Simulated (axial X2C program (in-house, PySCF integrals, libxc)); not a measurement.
**Bond lengths and stretching modes, held linear, of SiCO**

Calculated with an axial X2C code built on PySCF integrals: two-component X2C with atomic mean-field Coulomb and Gaunt terms, Gaussian nuclei, basis Si dyall-v3z, C dyall-v3z, O dyall-av3z with contracted cores. Spin-free rows use the one-electron spin-free X2C Hamiltonian.

Masses Si 27.977, C 12.000, O 15.995 u. States: 2c Ω = 1 (beyond evenly filled blocks: ω = -1/2, ω = 3/2); spin-free M_S = 1, Λ = 0 (beyond evenly filled blocks: π+α, π-α).

PBE0, spin-free: energies above the lowest point

```
r(Si–C) (Å)  r(C–O) (Å)  E (meV)
     1.7657      1.1251    72.83
     1.7657      1.1540    22.89
     1.7657      1.1828    57.56
     1.8110      1.1251    42.00
     1.8110      1.1540     0.00
     1.8110      1.1828    42.29
     1.8110      1.2117   153.34
     1.8563      1.1251    49.18
     1.8563      1.1540    14.84
     1.8563      1.1828    64.48
     1.9016      1.1540    58.43
     1.9016      1.2117   240.16
```

Fit a quadratic surface with cubic terms in each bond: where is the minimum, and what are the two stretching wavenumbers?

At PBE0, spin-free: bonds 1.815 and 1.153 Å; harmonic stretches 586.9 and 2004.6 cm⁻¹; force constants 2.88, 16.3 and coupling 0.90 mdyn/Å.

The other levels and Hamiltonians give:

```
Hamiltonian   level  r(Si–C) (Å)  r(C–O) (Å)  lower stretch (cm⁻¹)  upper stretch (cm⁻¹)
         2c    PBE0        1.815       1.153                 586.7                2004.5
         2c      HF        1.857       1.117                 462.3                2125.1
         2c  r2SCAN        1.814       1.159                 592.0                1973.9
         2c     MP2        1.827       1.161                 580.8                1992.4
  spin-free      HF        1.857       1.117                 462.7                2125.1
  spin-free  r2SCAN        1.814       1.159                 592.2                1973.9
  spin-free     MP2        1.827       1.161                 581.0                1992.4
```

Each state is one determinant, the lowest of a limited PBE0 search; the stretches come from a fit to these few points and carry an uncertainty of a few per cent. Other orders of the atoms were not compared. The levels spread by more than a fifth, so the stretches depend strongly on the method. MP2 freezes inner shells (threshold -2 hartree). The molecule was held linear; bending was not examined, so a bent shape may lie lower. Open-shell Ω = 0 determinants with evenly filled partner blocks cannot be reached by this program, so the Ω shown need not be the lowest component. Note: several unpaired electrons, one determinant need not be a pure state.
